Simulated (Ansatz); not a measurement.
Be: computed properties

Method: Ansatz 0.2.0, DFT PBE, scalar-relativistic, plane waves, PAW.

Plane waves to 420 eV, a k mesh through Γ of 24×24×12 on the computed 2-atom cell and Gaussian smearing (0.10 eV); no spin polarisation.

The structure is relaxed at this level of theory with its symmetry kept.

```cif
data_structure
_symmetry_space_group_name_H-M 'P6_3/mmc'
_symmetry_Int_Tables_number 194
_cell_length_a 2.2650
_cell_length_b 2.2650
_cell_length_c 3.5611
_cell_angle_alpha 90.000
_cell_angle_beta 90.000
_cell_angle_gamma 120.000
_cell_volume 15.82
loop_
_atom_site_label
_atom_site_type_symbol
_atom_site_symmetry_multiplicity
_atom_site_Wyckoff_symbol
_atom_site_fract_x
_atom_site_fract_y
_atom_site_fract_z
_atom_site_occupancy
Be1 Be 2 c 0.33333 0.66667 0.25000 1
```

```
Space group                                                       : P6_3/mmc (No. 194)
Volume per atom                                                   : 7.91 Å³
Formation energy from the elements' standard states (uncorrected) : +0.002 eV/atom
Kohn–Sham band gap                                                : none (metal)
Density of states at the Fermi level                              : 0.11 states/eV per cell (so small that it hangs on the mesh: a semimetal, or crossings between mesh points)
```

Cost: 1 run of about 0.81 core-minutes, on Arm Neoverse V2 (shared hosts).